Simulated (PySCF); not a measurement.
# methyl(trifluoromethyl) sulfide (C2H3F3S): electronic excitations at several levels of theory

Aim: compute the electronic excitations of methyl(trifluoromethyl) sulfide (C2H3F3S) (`CSC(F)(F)F`) at several levels, and see how far they spread and what each costs.

Programs: PySCF 2.14.0, with density-fitted response routines of our own. Each step states its level of theory. These are calculated values for one molecule in the gas phase, unless marked as measured. Atoms are numbered from 0 throughout.

### Step 1. The molecule as given

9 atoms, charge 0, multiplicity 1; geometry from: MMFF94s. The atoms were then displaced at random by about 0.03 Å, so the start is not that level's minimum.

Bonds of the start (Å): C0–S1 1.79, S1–C2 1.75, C2–F3 1.38, C2–F4 1.39, C2–F5 1.35, C0–H6 1.16, C0–H7 1.04, C0–H8 1.12.

### Step 2. Optimising the geometry at PBE0-D3(BJ)/def2-SVP

Job settings and geometry (Å):

```
{"job": {"xc": "PBE0", "basis": "def2-SVP", "d3": "d3bj", "grid": 1, "shake": 0.03, "kind": "geom"}, "charge": 0, "multiplicity": 1}
C     -1.239830    -0.089150    -0.391990
S     -0.006250     1.197220    -0.229720
C      1.192440     0.114610     0.432000
F      1.641830    -0.883560    -0.403630
F      2.396940     0.762230     0.679350
F      0.826560    -0.419420     1.613210
H     -2.158760     0.465070    -0.823300
H     -0.945750    -0.795180    -1.098780
H     -1.574430    -0.421250     0.624450
```

Started as:

```console
> OMP_NUM_THREADS=1 python probes_run.py task.json out
```

The driver reads the jobs from task.json and runs them one after another.

The log of the run:

```text
step   0  E = -774.80239848  max force = 0.085488
step   1  E = -774.81853235  max force = 0.020131
step   2  E = -774.81981898  max force = 0.003607
step   3  E = -774.82001016  max force = 0.002197
step   4  E = -774.82005015  max force = 0.000510
step   5  E = -774.82007419  max force = 0.000850
step   6  E = -774.82007978  max force = 0.001125
step   7  E = -774.82007711  max force = 0.000624
step   8  E = -774.82007566  max force = 0.000288
step   9  E = -774.82007833  max force = 0.000492
step  10  E = -774.82008083  max force = 0.000475
step  11  E = -774.82008226  max force = 0.000185
optimisation converged
```

Wall time 39 s (1 thread of Arm Neoverse V1, shared host); peak memory 0.42 GiB.

Along the way:

| step | energy from step 0 (eV) | largest force component (eV/Å) |
| --- | --- | --- |
| 0 | 0.0000 | 4.3960 |
| 1 | -0.4390 | 1.0352 |
| 2 | -0.4740 | 0.1855 |
| 3 | -0.4792 | 0.1130 |
| 4 | -0.4803 | 0.0262 |
| 5 | -0.4810 | 0.0437 |
| 6 | -0.4811 | 0.0578 |
| 7 | -0.4811 | 0.0321 |
| 8 | -0.4810 | 0.0148 |
| 9 | -0.4811 | 0.0253 |
| 10 | -0.4812 | 0.0244 |
| 11 | -0.4812 | 0.0095 |

Close pairs (by a distance rule), those that changed most:

```csv
bond,before (Å),after (Å),change (Å)
C2–F4,1.390,1.326,-0.064
S1–C2,1.746,1.804,+0.059
C0–H6,1.157,1.098,-0.059
C0–H7,1.041,1.098,+0.057
C2–F3,1.377,1.334,-0.043
C0–H8,1.120,1.098,-0.022
C0–S1,1.790,1.807,+0.017
C2–F5,1.347,1.334,-0.013
```

The end geometry stands in the next job.

```csv
at the end point,value
"rotational constants (GHz, main isotopes)","4.415, 2.332, 2.097"
dipole moment (D),2.12
```

### Step 3. TDDFT and polarisability: CAM-B3LYP/def2-SVPD

Job settings and geometry (Å):

```
{"job": {"kind": "uv", "xc": "CAM-B3LYP", "basis": "def2-SVPD", "ip": true}, "charge": 0, "multiplicity": 1}
C     -1.315397     0.026959    -0.356727
S      0.054886     1.194365    -0.201259
C      1.298394     0.041024     0.414891
F      1.561883    -0.937868    -0.452049
F      2.418102     0.715920     0.635052
F      0.930460    -0.547426     1.553949
H     -2.162211     0.604070    -0.751133
H     -1.066620    -0.776132    -1.063231
H     -1.586746    -0.390341     0.622097
```

Level: TDDFT CAM-B3LYP/def2-SVPD, vertical, gas phase, core orbitals frozen in the response.

The log of the run:

```text
coarse grid: 8920 points
cycle   1  E = -775.0105741964  dE =  9.100e-01  |g| = 9.177e-01  |ddm| = 3.374e+00
cycle   2  E = -774.9355969732  dE =  7.498e-02  |g| = 1.203e+00  |ddm| = 1.655e+00
cycle   3  E = -775.1729224543  dE = -2.373e-01  |g| = 4.345e-02  |ddm| = 9.401e-01
cycle   4  E = -775.1732705297  dE = -3.481e-04  |g| = 2.287e-02  |ddm| = 8.118e-02
cycle   5  E = -775.1733741676  dE = -1.036e-04  |g| = 5.287e-03  |ddm| = 2.746e-02
cycle   6  E = -775.1733817662  dE = -7.599e-06  |g| = 9.131e-04  |ddm| = 9.060e-03
final grid: 85096 points
cycle   7  E = -775.2582018941  dE = -2.124e-05  |g| = 3.789e-03  |ddm| = 3.601e-02
cycle   8  E = -775.2582013947  dE =  4.993e-07  |g| = 4.333e-03  |ddm| = 6.743e-03
cycle   9  E = -775.2582044330  dE = -3.038e-06  |g| = 2.227e-04  |ddm| = 3.064e-03
cycle  10  E = -775.2582044407  dE = -7.736e-09  |g| = 1.565e-04  |ddm| = 3.998e-04
cycle  11  E = -775.2582044461  dE = -5.393e-09  |g| = 2.065e-05  |ddm| = 1.760e-04
cycle  12  E = -775.2582044462  dE = -1.057e-10  |g| = 7.827e-06  |ddm| = 3.351e-05
converged SCF energy = -775.2582044462

Static polarisability (au): isotropic 48.846, principal 42.679 47.627 56.230

Singlet excitations
state   eV       nm        f      main configurations
  1   5.6473    219.5   0.00007   H->L 0.78, H->L+4 0.09
  2   7.1381    173.7   0.04089   H->L+1 0.86
  3   7.4488    166.4   0.00373   H->L+2 0.69, H->L+4 0.16, H->L 0.10
  4   8.1349    152.4   0.00046   H->L+4 0.55, H->L+2 0.22, H->L+7 0.09
  5   8.2093    151.0   0.04657   H->L+3 0.98
  6   8.4585    146.6   0.00817   H->L+6 0.48, H-1->L 0.36
  7   8.7038    142.4   0.00740   H->L+5 0.46, H->L+9 0.30
  8   9.0761    136.6   0.04616   H->L+7 0.73, H->L+8 0.08
  9   9.1162    136.0   0.17457   H-1->L 0.52, H->L+6 0.41
 10   9.3537    132.6   0.05844   H->L+5 0.45, H->L+9 0.33, H->L+8 0.13

Triplet excitations (Tamm-Dancoff, eV): 5.1058 6.4731 7.0217 7.2831
Vertical ionisation energy (delta-SCF) = 10.0478 eV
```

It took 30 s on 1 thread of Arm Neoverse V1, shared host; peak memory 0.74 GiB.

Frontier orbitals and where they lie:

```
orbital      eV                      atoms
 HOMO−3  -13.72  F3 31 %, F5 31 %, F4 29 %
 HOMO−2  -12.63  S1 28 %, C0 26 %, F4 20 %
 HOMO−1  -11.41  S1 55 %, C0 14 %, C2 10 %
   HOMO   -8.96   S1 71 %, C0 11 %, C2 6 %
   LUMO    0.73   S1 54 %, C0 14 %, H6 7 %
 LUMO+1    1.42   S1 58 %, C0 11 %, F4 9 %
 LUMO+2    1.58    S1 60 %, C0 8 %, H8 6 %
```

With each of the 10 states as a Gaussian band of 0.4 eV half-width at 1/e, the curve within the window shown has maxima at 173 nm (ε 1,700), 135 nm (ε 11,000) L/(mol cm). Beyond the last state computed it falls off for lack of states. The curve at chosen wavelengths:

```csv
nm,ε (L/mol/cm)
128,2743
133,9575
137,9941
142,4349
147,2417
151,2217
156,1290
161,713
165,977
170,1607
175,1666
179,1220
184,568
189,185
194,44
198,12
203,3
208,2
212,2
217,3
222,3
226,2
231,2
236,1
240,1
245,0
```

Further results of this job:

| property | computed |
| --- | --- |
| dipole moment (D) | 2.37 |
| polarisability (Å³) | 7.24 |
| HOMO–LUMO gap (eV) | 9.69 |
| −ε(HOMO) (eV) | 8.96 |

### Step 4. Ultraviolet spectrum: wB97X-D/def2-SVPD

Same as in step 3 but for these lines:

```diff
@@ -1,2 +1,2 @@
-{"job": {"kind": "uv", "xc": "CAM-B3LYP", "basis": "def2-SVPD", "ip": true}, "charge": 0, "multiplicity": 1}
+{"job": {"kind": "uv", "xc": "wB97X-D", "basis": "def2-SVPD", "ip": true}, "charge": 0, "multiplicity": 1}
 C     -1.315397     0.026959    -0.356727
```

With the program's defaults for keys left out, this is: TDDFT wB97X-D/def2-SVPD, vertical, gas phase, core orbitals frozen in the response.

The log of the run:

```text
coarse grid: 8920 points
cycle   1  E = -774.9898843562  dE =  9.114e-01  |g| = 9.284e-01  |ddm| = 3.378e+00
cycle   2  E = -774.9615301292  dE =  2.835e-02  |g| = 1.100e+00  |ddm| = 1.635e+00
cycle   3  E = -775.1595081792  dE = -1.980e-01  |g| = 4.671e-02  |ddm| = 8.806e-01
cycle   4  E = -775.1599397374  dE = -4.316e-04  |g| = 2.221e-02  |ddm| = 8.162e-02
cycle   5  E = -775.1600511799  dE = -1.114e-04  |g| = 4.971e-03  |ddm| = 2.981e-02
cycle   6  E = -775.1600588173  dE = -7.637e-06  |g| = 1.022e-03  |ddm| = 9.871e-03
final grid: 85096 points
cycle   7  E = -775.2442247776  dE = -1.167e-04  |g| = 7.535e-03  |ddm| = 1.205e-01
cycle   8  E = -775.2442283664  dE = -3.589e-06  |g| = 7.214e-03  |ddm| = 1.861e-02
cycle   9  E = -775.2442359921  dE = -7.626e-06  |g| = 6.464e-04  |ddm| = 4.874e-03
cycle  10  E = -775.2442360818  dE = -8.974e-08  |g| = 3.676e-04  |ddm| = 1.495e-03
cycle  11  E = -775.2442361096  dE = -2.775e-08  |g| = 7.490e-05  |ddm| = 5.332e-04
cycle  12  E = -775.2442361112  dE = -1.553e-09  |g| = 1.927e-05  |ddm| = 1.376e-04
cycle  13  E = -775.2442361113  dE = -1.330e-10  |g| = 6.403e-06  |ddm| = 3.848e-05
converged SCF energy = -775.2442361113

Static polarisability (au): isotropic 48.559, principal 42.422 47.349 55.906

Singlet excitations
state   eV       nm        f      main configurations
  1   5.7284    216.4   0.00010   H->L 0.85
  2   7.3376    169.0   0.03966   H->L+1 0.86
  3   7.7002    161.0   0.01137   H->L+2 0.67, H->L+4 0.16
  4   8.3558    148.4   0.00076   H->L+4 0.48, H->L+2 0.17, H->L+7 0.13
  5   8.4149    147.3   0.05500   H->L+3 0.96
  6   8.5663    144.7   0.00521   H-1->L 0.43, H->L+6 0.42
  7   8.8546    140.0   0.01477   H->L+5 0.47, H->L+4 0.18, H->L+8 0.16
  8   9.2983    133.3   0.19026   H-1->L 0.44, H->L+6 0.43
  9   9.3160    133.1   0.04077   H->L+7 0.56, H->L+11 0.10
 10   9.6451    128.5   0.07064   H->L+8 0.40, H->L+5 0.32, H->L+9 0.14

Triplet excitations (Tamm-Dancoff, eV): 5.2392 6.6588 7.3846 7.4405
Vertical ionisation energy (delta-SCF) = 10.0372 eV
```

Run time: 29 s. Hardware: 1 thread of Arm Neoverse V1, shared host; peak memory 0.74 GiB.

This run: HOMO -9.45 eV, LUMO 1.58 eV; lowest singlet 5.73 eV.

### Step 5. Ultraviolet spectrum: LC-wPBE/def2-SVPD

Same as in step 4 but for these lines:

```diff
@@ -1,2 +1,2 @@
-{"job": {"kind": "uv", "xc": "wB97X-D", "basis": "def2-SVPD", "ip": true}, "charge": 0, "multiplicity": 1}
+{"job": {"kind": "uv", "xc": "LC-wPBE", "basis": "def2-SVPD", "ip": true}, "charge": 0, "multiplicity": 1}
 C     -1.315397     0.026959    -0.356727
```

Method: TDDFT LC-wPBE/def2-SVPD, vertical, gas phase, core orbitals frozen in the response.

The log of the run:

```text
coarse grid: 8920 points
cycle   1  E = -774.7348096488  dE =  9.790e-01  |g| = 9.708e-01  |ddm| = 3.345e+00
cycle   2  E = -774.7429223306  dE = -8.113e-03  |g| = 1.063e+00  |ddm| = 1.635e+00
cycle   3  E = -774.9248962752  dE = -1.820e-01  |g| = 5.949e-02  |ddm| = 8.490e-01
cycle   4  E = -774.9256271065  dE = -7.308e-04  |g| = 2.552e-02  |ddm| = 9.714e-02
cycle   5  E = -774.9258095502  dE = -1.824e-04  |g| = 5.238e-03  |ddm| = 4.089e-02
cycle   6  E = -774.9258215170  dE = -1.197e-05  |g| = 1.242e-03  |ddm| = 1.332e-02
cycle   7  E = -774.9258225708  dE = -1.054e-06  |g| = 6.334e-04  |ddm| = 4.107e-03
final grid: 85096 points
cycle   8  E = -775.0395555597  dE = -4.119e-05  |g| = 1.311e-02  |ddm| = 5.631e-02
cycle   9  E = -775.0395563792  dE = -8.195e-07  |g| = 1.334e-02  |ddm| = 1.708e-02
cycle  10  E = -775.0395818566  dE = -2.548e-05  |g| = 5.720e-04  |ddm| = 8.529e-03
cycle  11  E = -775.0395819380  dE = -8.139e-08  |g| = 2.057e-04  |ddm| = 9.496e-04
cycle  12  E = -775.0395819401  dE = -2.103e-09  |g| = 5.886e-05  |ddm| = 3.901e-04
cycle  13  E = -775.0395819521  dE = -1.197e-08  |g| = 1.252e-05  |ddm| = 1.087e-04
cycle  14  E = -775.0395819415  dE =  1.062e-08  |g| = 4.588e-06  |ddm| = 4.463e-05
cycle  15  E = -775.0395819415  dE = -3.411e-12  |g| = 1.965e-06  |ddm| = 7.273e-06
converged SCF energy = -775.0395819415

Static polarisability (au): isotropic 47.946, principal 41.900 46.760 55.179

Singlet excitations
state   eV       nm        f      main configurations
  1   5.7838    214.4   0.00016   H->L 0.61, H->L+4 0.22
  2   7.6942    161.1   0.03159   H->L+1 0.70
  3   8.0527    154.0   0.02585   H->L+2 0.35, H->L+4 0.28, H->L 0.17
  4   8.7517    141.7   0.00096   H->L+2 0.25, H->L+9 0.24, H->L+7 0.12
  5   8.7902    141.0   0.03141   H-1->L 0.30, H->L+6 0.28, H->L+3 0.14
  6   8.8646    139.9   0.04388   H->L+3 0.81, H-1->L 0.09
  7   9.2751    133.7   0.02250   H->L+9 0.24, H->L+5 0.24, H->L+4 0.19
  8   9.6173    128.9   0.21527   H->L+6 0.47, H-1->L 0.33
  9   9.7843    126.7   0.03501   H->L+7 0.35, H->L+11 0.19, H->L+8 0.13
 10  10.0649    123.2   0.09835   H-1->L+1 0.57, H-2->L 0.13

Triplet excitations (Tamm-Dancoff, eV): 5.1516 6.7113 7.3015 7.5929
Vertical ionisation energy (delta-SCF) = 10.0848 eV
```

Wall time 40 s (1 thread of Arm Neoverse V1, shared host); peak memory 0.6 GiB.

Key values: HOMO -10.36 eV, LUMO 1.84 eV; lowest singlet 5.78 eV.

### Step 6. Excited states and response: PBE0/6-31G*

Same as in step 5 but for these lines:

```diff
@@ -1,2 +1,2 @@
-{"job": {"kind": "uv", "xc": "LC-wPBE", "basis": "def2-SVPD", "ip": true}, "charge": 0, "multiplicity": 1}
+{"job": {"kind": "uv", "xc": "PBE0", "basis": "6-31G*"}, "charge": 0, "multiplicity": 1}
 C     -1.315397     0.026959    -0.356727
```

Level: TDDFT PBE0/6-31G*, vertical, gas phase, core orbitals frozen in the response.

The log of the run:

```text
coarse grid: 8920 points
cycle   1  E = -775.0708693639  dE =  8.730e-01  |g| = 8.990e-01  |ddm| = 2.929e+00
cycle   2  E = -774.9020692669  dE =  1.688e-01  |g| = 1.374e+00  |ddm| = 1.297e+00
cycle   3  E = -775.2163930962  dE = -3.143e-01  |g| = 3.963e-02  |ddm| = 8.032e-01
cycle   4  E = -775.2167589429  dE = -3.658e-04  |g| = 1.757e-02  |ddm| = 7.969e-02
cycle   5  E = -775.2168462625  dE = -8.732e-05  |g| = 2.648e-03  |ddm| = 2.623e-02
cycle   6  E = -775.2168476717  dE = -1.409e-06  |g| = 9.001e-04  |ddm| = 3.505e-03
final grid: 85096 points
cycle   7  E = -775.1988018841  dE = -1.776e-05  |g| = 8.193e-03  |ddm| = 1.916e-02
cycle   8  E = -775.1987923309  dE =  9.553e-06  |g| = 1.078e-02  |ddm| = 1.551e-02
cycle   9  E = -775.1988171075  dE = -2.478e-05  |g| = 5.987e-04  |ddm| = 8.556e-03
cycle  10  E = -775.1988171838  dE = -7.623e-08  |g| = 1.835e-04  |ddm| = 6.967e-04
cycle  11  E = -775.1988171895  dE = -5.710e-09  |g| = 5.032e-05  |ddm| = 1.672e-04
cycle  12  E = -775.1988171901  dE = -5.978e-10  |g| = 8.946e-06  |ddm| = 5.027e-05
converged SCF energy = -775.1988171901

Static polarisability (au): isotropic 38.265, principal 31.252 37.819 45.724

Singlet excitations
state   eV       nm        f      main configurations
  1   5.8624    211.5   0.00029   H->L 1.00
  2   8.1562    152.0   0.00282   H->L+1 0.98
  3   8.8793    139.6   0.05800   H-1->L 0.78, H->L+4 0.18
  4   9.0037    137.7   0.00178   H->L+2 0.92
  5   9.3085    133.2   0.00121   H->L+3 0.92
  6   9.8029    126.5   0.06320   H->L+4 0.56, H-2->L 0.22, H-1->L+1 0.12
  7  10.0223    123.7   0.12556   H-2->L 0.60, H->L+4 0.22
  8  10.4806    118.3   0.05728   H-1->L+1 0.69, H->L+5 0.17, H-2->L 0.08
  9  10.5873    117.1   0.00125   H-3->L 0.98
 10  10.9685    113.0   0.00910   H-4->L 0.93

Triplet excitations (Tamm-Dancoff, eV): 5.2106 6.7928 7.2553 8.6596
```

Wall time 7.3 s (1 thread of Arm Neoverse V1, shared host); peak memory 0.49 GiB.

Key values: HOMO -7.29 eV, LUMO 0.49 eV; lowest singlet 5.86 eV.

### Step 7. Ultraviolet spectrum: PBE0/def2-SVP

Same as in step 6 but for these lines:

```diff
@@ -1,2 +1,2 @@
-{"job": {"kind": "uv", "xc": "PBE0", "basis": "6-31G*"}, "charge": 0, "multiplicity": 1}
+{"job": {"kind": "uv", "xc": "PBE0", "basis": "def2-SVP"}, "charge": 0, "multiplicity": 1}
 C     -1.315397     0.026959    -0.356727
```

Level: TDDFT PBE0/def2-SVP, vertical, gas phase, core orbitals frozen in the response.

The log of the run:

```text
coarse grid: 8920 points
cycle   1  E = -774.5826134890  dE =  8.349e-01  |g| = 9.018e-01  |ddm| = 3.046e+00
cycle   2  E = -774.4120148850  dE =  1.706e-01  |g| = 1.369e+00  |ddm| = 1.473e+00
cycle   3  E = -774.7302389302  dE = -3.182e-01  |g| = 3.670e-02  |ddm| = 9.145e-01
cycle   4  E = -774.7305380920  dE = -2.992e-04  |g| = 1.660e-02  |ddm| = 7.028e-02
cycle   5  E = -774.7306164231  dE = -7.833e-05  |g| = 4.337e-03  |ddm| = 2.612e-02
cycle   6  E = -774.7306205342  dE = -4.111e-06  |g| = 9.870e-04  |ddm| = 4.723e-03
final grid: 85096 points
cycle   7  E = -774.8145688197  dE = -2.184e-05  |g| = 6.891e-03  |ddm| = 2.054e-02
cycle   8  E = -774.8145625044  dE =  6.315e-06  |g| = 8.825e-03  |ddm| = 1.369e-02
cycle   9  E = -774.8145796451  dE = -1.714e-05  |g| = 5.573e-04  |ddm| = 7.584e-03
cycle  10  E = -774.8145797055  dE = -6.042e-08  |g| = 1.695e-04  |ddm| = 6.160e-04
cycle  11  E = -774.8145797104  dE = -4.853e-09  |g| = 4.737e-05  |ddm| = 1.632e-04
cycle  12  E = -774.8145797109  dE = -4.870e-10  |g| = 8.898e-06  |ddm| = 4.293e-05
converged SCF energy = -774.8145797109

Static polarisability (au): isotropic 36.951, principal 29.377 35.902 45.575

Singlet excitations
state   eV       nm        f      main configurations
  1   6.1126    202.8   0.00017   H->L 0.98
  2   8.1657    151.8   0.00017   H->L+1 0.94
  3   8.5587    144.9   0.00244   H->L+2 0.95
  4   8.9306    138.8   0.00493   H->L+3 0.97
  5   8.9618    138.3   0.00777   H-1->L 0.51, H->L+4 0.46
  6   9.5344    130.0   0.13881   H->L+4 0.51, H-1->L 0.39
  7  10.3591    119.7   0.11015   H-2->L 0.76
  8  10.5144    117.9   0.01172   H-1->L+1 0.47, H->L+5 0.43
  9  10.7059    115.8   0.00014   H->L+6 0.98
 10  10.9444    113.3   0.02258   H-1->L+1 0.30, H->L+5 0.23, H-1->L+2 0.21

Triplet excitations (Tamm-Dancoff, eV): 5.4444 6.9829 7.4840 8.3022
```

Wall time 8 s (1 thread of Arm Neoverse V1, shared host); peak memory 0.51 GiB.

In short: HOMO -7.40 eV, LUMO 0.63 eV; lowest singlet 6.11 eV.

### Step 8. TDDFT and polarisability: PBE0/def2-TZVP

Same as in step 7 but for these lines:

```diff
@@ -1,2 +1,2 @@
-{"job": {"kind": "uv", "xc": "PBE0", "basis": "def2-SVP"}, "charge": 0, "multiplicity": 1}
+{"job": {"kind": "uv", "xc": "PBE0", "basis": "def2-TZVP"}, "charge": 0, "multiplicity": 1}
 C     -1.315397     0.026959    -0.356727
```

Level: TDDFT PBE0/def2-TZVP, vertical, gas phase, core orbitals frozen in the response.

The log of the run:

```text
coarse grid: 8920 points
cycle   1  E = -775.2652847308  dE =  8.692e-01  |g| = 8.954e-01  |ddm| = 2.379e+00
cycle   2  E = -775.0949990075  dE =  1.703e-01  |g| = 1.405e+00  |ddm| = 9.523e-01
cycle   3  E = -775.3982771905  dE = -3.033e-01  |g| = 4.752e-02  |ddm| = 5.817e-01
cycle   4  E = -775.3986971798  dE = -4.200e-04  |g| = 2.538e-02  |ddm| = 6.338e-02
cycle   5  E = -775.3988598348  dE = -1.627e-04  |g| = 4.781e-03  |ddm| = 2.303e-02
cycle   6  E = -775.3988634955  dE = -3.661e-06  |g| = 1.727e-03  |ddm| = 3.932e-03
final grid: 85096 points
cycle   7  E = -775.4064993189  dE = -6.645e-05  |g| = 7.982e-03  |ddm| = 3.234e-02
cycle   8  E = -775.4064927542  dE =  6.565e-06  |g| = 9.347e-03  |ddm| = 1.083e-02
cycle   9  E = -775.4065114624  dE = -1.871e-05  |g| = 9.110e-04  |ddm| = 6.314e-03
cycle  10  E = -775.4065116099  dE = -1.475e-07  |g| = 3.140e-04  |ddm| = 6.018e-04
cycle  11  E = -775.4065116241  dE = -1.422e-08  |g| = 8.428e-05  |ddm| = 1.801e-04
cycle  12  E = -775.4065116254  dE = -1.286e-09  |g| = 1.608e-05  |ddm| = 5.172e-05
cycle  13  E = -775.4065116255  dE = -4.957e-11  |g| = 5.384e-06  |ddm| = 1.467e-05
converged SCF energy = -775.4065116255

Static polarisability (au): isotropic 44.684, principal 37.126 43.923 53.004

Singlet excitations
state   eV       nm        f      main configurations
  1   5.6524    219.3   0.00044   H->L 0.98
  2   7.7073    160.9   0.00208   H->L+1 0.86, H->L+2 0.10
  3   7.8682    157.6   0.00404   H->L+2 0.88, H->L+1 0.10
  4   8.3529    148.4   0.00159   H->L+4 0.51, H-1->L 0.46
  5   8.3920    147.7   0.00385   H->L+3 0.93
  6   9.0636    136.8   0.17205   H-1->L 0.46, H->L+4 0.44
  7   9.7318    127.4   0.06058   H-2->L 0.80
  8   9.8352    126.1   0.01056   H->L+5 0.92
  9   9.9888    124.1   0.01493   H-1->L+1 0.44, H->L+6 0.42
 10  10.2976    120.4   0.09438   H-1->L+2 0.73, H->L+6 0.15

Triplet excitations (Tamm-Dancoff, eV): 5.0128 6.5229 7.0520 7.6950
```

It took 23 s on 1 thread of Arm Neoverse V1, shared host; peak memory 0.84 GiB.

In short: HOMO -7.48 eV, LUMO 0.07 eV; lowest singlet 5.65 eV.

### Step 9. Comparing the runs: electronic excitations

Excitations and ground-state properties, with basis size and wall time:

```
                run  lowest singlet (eV)  brightest (eV)      f  gap (eV)  α (Å³)  μ (D)  functions   time
CAM-B3LYP/def2-SVPD                 5.65            9.12  0.175      9.69    7.24   2.37        160   30 s
  wB97X-D/def2-SVPD                 5.73            9.30  0.190     11.04    7.20   2.33        160   29 s
  LC-wPBE/def2-SVPD                 5.78            9.62  0.215     12.20    7.10   2.34        160   40 s
        PBE0/6-31G*                 5.86           10.02  0.126      7.79    5.67   2.02         94  7.3 s
      PBE0/def2-SVP                 6.11            9.53  0.139      8.03    5.48   2.12        103    8 s
     PBE0/def2-TZVP                 5.65            9.06  0.172      7.55    6.62   2.23        210   23 s
```

### Step 10. Outcome

| quantity | value |
| --- | --- |
| rotational constants (main isotopes) | 4.41, 2.33, 2.10 GHz |
| lowest singlet (CAM-B3LYP/def2-SVPD) | 5.65 eV (220 nm), f = 0.000 |
| brightest single state of those computed | state 9, 9.12 eV, f = 0.175 |
| lowest triplet | 5.11 eV |
| vertical ionisation energy (ΔSCF) | 10.05 eV |
| range of the lowest singlet | 5.65 to 6.11 eV |

What this shows: Single values in the summary come from the first run of each kind that ended normally (CAM-B3LYP/def2-SVPD), which need not be the best level. The start was shaken at random, so part of the energy gained undoes that. Over 11 steps the energy fell by 0.481 eV; of the close pairs, C2–F4 changed most, 1.390 to 1.326 Å. No frequency check was run at this level, so the end point may be a saddle. The lowest singlet, at 5.65 eV, is HOMO→LUMO 0.78, HOMO→LUMO+4 0.09 and is dark; of the 10 states computed, the strongest absorption comes from state 9 at 9.12 eV. The lowest triplet lies 0.54 eV below the lowest singlet (triplets in Tamm-Dancoff, singlets in full TDDFT). The orbital energy would give 8.96 eV for ionisation, ΔSCF gives 10.05 eV. The lowest singlet runs from 5.65 eV (CAM-B3LYP/def2-SVPD) to 6.11 eV (PBE0/def2-SVP), while the orbital gap spans 7.55 to 12.20 eV. The lowest state need not be the same one in every run.
